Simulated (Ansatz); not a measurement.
Born–Oppenheimer molecular dynamics of AlH₃NS (6 atoms, charge -1, multiplicity 1). It starts from a relaxed structure.

Method: RKS r2SCAN/6-31G* (Ansatz 0.2.0).

```json
{"ensemble": "NVT, Langevin thermostat", "time step": "0.5 fs", "steps asked": "150", "set temperature": "700 K", "friction": "0.001 /fs", "masses": "H 10 u", "seed": "587740"}
```

First frame:

```xyz
6
Properties=species:S:1:pos:R:3
N -0.657 0.278 -0.694
Al 0.542 -0.200 0.589
S 1.440 -2.083 0.814
H -1.073 1.198 -0.778
H -0.997 -0.339 -1.422
H 0.744 1.146 1.491
```

**Question.** How far do the bonds stretch over the last three quarters of this one trajectory? (Pairs bonded in most of those frames.)

**Answer.** 
```csv
bond,mean (Å),spread (Å),shortest,longest
N1–Al2,1.812,0.015,1.79,1.83
N1–H4,1.014,0.021,0.98,1.05
N1–H5,1.016,0.015,0.99,1.04
Al2–S3,2.092,0.034,2.05,2.16
Al2–H6,1.648,0.050,1.58,1.72
```

Mean temperature of the second half: 387 K. The mean temperature of the second half is 45 % below the set value. A run of 0.075 ps of so small a system gives no equilibrium averages. Limits of this set-up: an anion without diffuse functions, the dipole of an ion depends on the origin.

Time of the run: 4.3 min on 1 thread of Arm Neoverse V1 (shared host), peak memory 0.27 GiB.
